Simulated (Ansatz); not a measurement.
# C3H6OS: one species, many methods

Aim: compute C3H6OS with functionals from several rungs and with coupled cluster, and see how far each lands from CCSD(T) at the basis-set limit for the atomisation energy.

Program: Ansatz 0.2.0, Gaussian basis. Level of theory: functionals in def2-TZVPP, the program's frozen cores in correlated methods. These are calculated values, not measurements.

Plan: PBE-D4, r2SCAN-D4, PBE0-D4, B3LYP-D4, ωB97X-V, ωB97M-V, B2PLYP; CCSD(T)/def2-TZVPP; MP2/def2-QZVPP; extrapolation to the limit.

**1. The relaxed structure**

The geometry comes from an earlier relaxation with PBE0-D4 in a triple-zeta def2 set; it is a stationary point, not always the lowest conformer.

SMILES `C=C(O)CS`, 11 atoms, charge 0, spin multiplicity 1.

Atoms are counted from 1 here; the program's logs count them from 0.

Bond lengths: C1–C2 1.330 Å, C1–H6 1.080 Å, C1–H7 1.084 Å, C2–O3 1.357 Å, C2–C4 1.487 Å, O3–H8 0.962 Å, C4–S5 1.818 Å, C4–H9 1.089 Å, C4–H10 1.092 Å, S5–H11 1.342 Å. Angles: C2–C1–H6 120.4°, C2–C1–H7 121.9°, H6–C1–H7 117.7°, C1–C2–O3 124.6°, C1–C2–C4 124.4°, O3–C2–C4 111.0°, C2–O3–H8 109.3°, C2–C4–S5 113.4°, C2–C4–H9 110.0°, C2–C4–H10 110.2°, S5–C4–H9 105.6°, S5–C4–H10 109.0°, H9–C4–H10 108.4°, C4–S5–H11 96.0°.

**2. PBE-D4 (GGA)**

Input file in.yaml:

```yaml
crystal:
  periodic: [false, false, false]
  atoms:
    - {symbol: C, position_ang: [0.442470, 0.509209, 1.472467]}
    - {symbol: C, position_ang: [0.332049, -0.069233, 0.279980]}
    - {symbol: O, position_ang: [0.802984, -1.305033, -0.024209]}
    - {symbol: C, position_ang: [-0.312885, 0.560937, -0.902826]}
    - {symbol: S, position_ang: [-1.846720, -0.269023, -1.418040]}
    - {symbol: H, position_ang: [0.038106, 1.496801, 1.640238]}
    - {symbol: H, position_ang: [0.927070, 0.014059, 2.306723]}
    - {symbol: H, position_ang: [1.181003, -1.703957, 0.765217]}
    - {symbol: H, position_ang: [-0.598764, 1.585378, -0.669543]}
    - {symbol: H, position_ang: [0.381835, 0.580327, -1.745111]}
    - {symbol: H, position_ang: [-1.281948, -1.456465, -1.684297]}
basis:
  gaussian: {orbitals: def2-TZVPP}
hamiltonian: {xc: pbe, dispersion: d4}
output: {forces: true, orbitals: {seedname: orbitals}}
```

Run with:

```console
> ansatz run in.yaml --threads 4 --pin off --events-out ev --progress --plain --max-ram 10444MiB
```

Further steps of the session: r2SCAN-D4 (meta-GGA); PBE0-D4 (hybrid); B3LYP-D4 (hybrid); ωB97X-V (range-separated); ωB97M-V (range-separated); B2PLYP (double hybrid); CCSD(T) in def2-TZVPP; MP2 in def2-QZVPP.

**Question.** What will the summary of the whole plan be? Wanted: atomisation energy, CCSD(T)/CBS; farthest; mean size of error, hybrid; mean size of error, range-separated; gap, smallest and largest; T1 diagnostic; triples share of the correlation energy.

**Answer**, as computed:

```
                               quantity                                  value
        atomisation energy, CCSD(T)/CBS                          4281.4 kJ/mol
 functionals within 21.4 kJ/mol (0.5 %)  r2SCAN-D4, B3LYP-D4, ωB97X-V, ωB97M-V
                               farthest                 PBE-D4 (+126.8 kJ/mol)
             mean size of error, hybrid                            17.0 kJ/mol
    mean size of error, range-separated                            14.2 kJ/mol
              gap, smallest and largest   4.66 eV (PBE-D4), 11.46 eV (ωB97X-V)
                          T1 diagnostic                                 0.0116
triples share of the correlation energy                                  4.2 %
```

PBE-D4 is off by +126.8 kJ/mol. Double hybrids carry the basis error of their MP2 part in triple zeta, and no dispersion term here, so their miss is partly the set-up's. Misses under about 21.4 kJ/mol are within the doubt on the reference itself, which lacks core-valence correlation, relativity and higher excitations. Hartree-Fock recovers 71 % of the binding; the rest is correlation. The gap grows from 4.7 to 11.5 eV across the functionals, mostly with the share of exact exchange.
